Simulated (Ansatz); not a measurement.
## Which isomer of C2H2Si gives these data?

These gas-phase data were calculated for one isomer of C2H2Si at B3LYP/6-31G* (harmonic, unscaled wavenumbers; equilibrium rotational constants with average atomic masses):

```
rotational constants            : 220.7, 5.207, 5.087 GHz
all wavenumbers above 1500 cm⁻¹ : 3472, 2081, 2038
```

Candidates:

(1) `C=C=[Si]`, a singlet
(2) `C#C[SiH]`, a singlet

Task: Assign the data to one candidate and say why.

Result: Candidate (2). The band at 3472 cm⁻¹ lies where the ≡C–H stretch is expected; (1) has no mode between 3300 and 3560 cm⁻¹.

The same quantities for all candidates:

|  | rotational constants (GHz) | wavenumbers above 1500 cm⁻¹ | E above the lowest, B3LYP/6-31G* (kcal/mol) |
| --- | --- | --- | --- |
| (1) | 294.6, 5.3, 5.206 | 3143, 3085, 1750 | 0.0 |
| (2) | 220.7, 5.207, 5.087 | 3472, 2081, 2038 | 8.2 |

Programs: Ansatz 0.2.0.
